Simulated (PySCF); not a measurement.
# H$_{2}$O, singlet: reading a ladder of total energies

Geometry: a PBE0/def2-TZVP stationary point for this spin, not checked as a minimum.

```xyz
3

O     0.0000   -0.0653    0.0000
H     0.0000    0.5184   -0.7615
H     0.0000    0.5184    0.7615
```

Basis cc-pVDZ; PySCF 2.14.0. Correlated methods freeze the noble-gas cores, which leaves 8 electrons in 23 orbitals. R marks a restricted (for open shells ROHF) determinant.

Full CI isn't at hand for all of this; RCCSDT(Q) serves as the reference, and is uncertain by the last step of the cluster series or more.

RCCSD has a T1 diagnostic of 0.006 and a largest doubles amplitude of 0.05.

| level | total energy (hartree) |
| --- | --- |
| RHF | -76.026661 |
| RMP2 | -76.228394 |
| RCCSD | -76.237968 |
| RCCSD(T) | -76.241007 |
| RCCSDT | -76.241169 |
| RCCSDT(Q) | -76.241656 |

Task: What is the correlation energy at RCCSDT(Q), and what share of it do RMP2 and RCCSD recover?

Result: E(corr) = -76.241656 − (-76.026661) = -0.214995 hartree = -5.850 eV. RMP2: -0.201733 / -0.214995 = 93.83 %. RCCSD: -0.211307 / -0.214995 = 98.28 %.

Task: By how many kcal/mol does RCCSD(T) miss RCCSDT(Q) (1 hartree = 627.509 kcal/mol), and which steps make up the rest?

Result: -76.241007 − (-76.241656) = 0.000649 hartree = 0.41 kcal/mol. Steps: RCCSDT − RCCSD(T) = -0.10, RCCSDT(Q) − RCCSDT = -0.31 kcal/mol. That is within 1 kcal/mol of the reference in this basis, which itself misses far more of the correlation at the basis-set limit.
